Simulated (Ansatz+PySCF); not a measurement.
Two shapes of singlet CH2O.

Shape 1:

```xyz
4

C     0.0000    0.0000   -0.5228
O     0.0000    0.0000    0.6733
H     0.0000   -0.9444   -1.1247
H     0.0000    0.9444   -1.1247
```

Shape 2:

```xyz
4

C     0.0000    0.0000   -0.5646
O     0.0000    0.0000    0.7271
H     0.0000   -1.0200   -1.2147
H     0.0000    1.0200   -1.2147
```

Basis set: def2-SVP (spherical functions). Left uncorrelated: 2 orbitals. Charge 0, multiplicity 1.

Computed with Ansatz (development build ahead of 0.2.0); each method stands on the lowest determinant of its kind that the runs found.

Which shape is lower in energy, and by how much in each method?

| method | E(2) − E(1) (eV) |
| --- | --- |
| RHF | 0.928 |
| RHF-MP2 | 0.520 |
| UHF-MP2 | 1.170 |
| RHF-CCSD | 0.567 |
| UHF-CCSD(T) | 0.533 |

Shape 1 is lower. Caution for UHF-MP2, UHF-CCSD(T): the unrestricted determinant is spin contaminated. Caution for UHF-MP2: another reference gives a lower total.
